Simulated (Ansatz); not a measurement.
CsCl-type TlBr, treated with LC-ωPBE in Ansatz (PAW).

Numerical settings: plane-wave cutoff 520 eV, 6×6×6 k mesh, scalar-relativistic PAW data made under PBE.

Computed at the level's own relaxed cell.

Elastic tensor (GPa, Voigt notation, ions relaxed):

```
   41.2    13.0    13.0     0.0     0.0     0.0
   13.0    41.2    13.0     0.0     0.0     0.0
   13.0    13.0    41.2     0.0     0.0     0.0
    0.0     0.0     0.0     8.6     0.0     0.0
    0.0     0.0     0.0     0.0     8.6     0.0
    0.0     0.0     0.0     0.0     0.0     8.6
```

Worked from these constants: the tetragonal shear constant is C′ = (C11 − C12)/2 = 14.1 GPa against C44 = 8.6 GPa, so the C44 shear is the softer. The Zener ratio C44/C′ is 0.61 (1 for an isotropic solid), and the Cauchy pressure C12 − C44 is 4.4 GPa. With C11 + 2C12 = 67.2 GPa all three Born conditions hold; they don't test modes at the zone boundary.

Spin–orbit coupling is not included; it can shift volumes and moduli of such heavy elements.

The computed numbers hold no vibrational or temperature effects.

Ansatz is a first-principles code.
